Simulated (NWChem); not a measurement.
## Total energies of Al (-1)

```xyz
1

Al     0.0000     0.0000     0.0000
```
Charge -1, spin multiplicity 3.

All runs are NWChem calculations.

Basis set: def2-SVPD (24 functions).

```json
[
 {"method": "UHF", "total energy (Ha)": "-241.77492"},
 {"method": "UMP2", "total energy (Ha)": "-241.81403"},
 {"method": "UB2PLYP", "total energy (Ha)": "-242.15472"},
 {"method": "UPBE", "total energy (Ha)": "-242.14333"},
 {"method": "UB3LYP", "total energy (Ha)": "-242.29808"},
 {"method": "UM06-2X", "total energy (Ha)": "-242.25677"}
]
```

Total energies of different functionals aren't comparable as a measure of quality: only differences taken within one method are. 

The correlated methods keep 5 core orbitals frozen. B3LYP has NWChem's definition, with VWN1-RPA local correlation. The stability of the SCF solutions was not checked. Open-shell Hartree-Fock references start from PBE0 orbitals.
